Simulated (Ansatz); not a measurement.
**[H···H···Br], doublet in cc-pVTZ: errors against UCCSDT(Q)**

Geometry: a point of a hydrogen-transfer path between rigid fragments, not a stationary point.

```yaml
atoms:
  - { symbol: H, position_ang: [0.0000, 0.0000, -1.1420] }
  - { symbol: H, position_ang: [0.0000, 0.0000, -0.3070] }
  - { symbol: Br, position_ang: [0.0000, 0.0000, 1.4490] }
```

Basis cc-pVTZ; Ansatz 0.2.0. Correlated methods freeze the noble-gas cores and the filled d shells of p-block atoms, which leaves 9 electrons in 57 orbitals. Prefix R: restricted or restricted open-shell reference; prefix U: unrestricted. Active spaces: valence = (9e, 6o) chosen from the atoms' valence shells. No spin–orbit coupling is included, and no scalar relativity.

Full CI isn't at hand for all of this; UCCSDT(Q) serves as the reference, and is uncertain by about the last step of the cluster series. The frozen core follows each run's orbitals, which can shift R against U totals by a few meV for light atoms and by up to 0.1 eV past Ca.

The UHF ⟨S²⟩ is 0.782, the T1 diagnostic (RCCSD) is 0.0227 and the largest doubles amplitude (RCCSD) is 0.059. The T1 diagnostic (UCCSD) is 0.0128.

Task: From what is known of these methods and the diagnostics, rank them by the size of their error in total energy against UCCSDT(Q) in cc-pVTZ, smallest first (an estimate: the text doesn't fix the numbers).
A. UHF
B. UCCSDT
C. UMP2
D. UCCSD(T)
E. UCCSD

Result: B (5 meV), D (24 meV), E (191 meV), C (912 meV), A (5745 meV).

All errors are against UCCSDT(Q) in cc-pVTZ. Within each family the higher level lies nearer, as is usual though not guaranteed.

Natural occupations of CASSCF (valence space) about the gap: 2.000 2.000 1.999 1.967 1.001 0.034; effectively unpaired electrons, Σ n²(2−n)², 1.01.
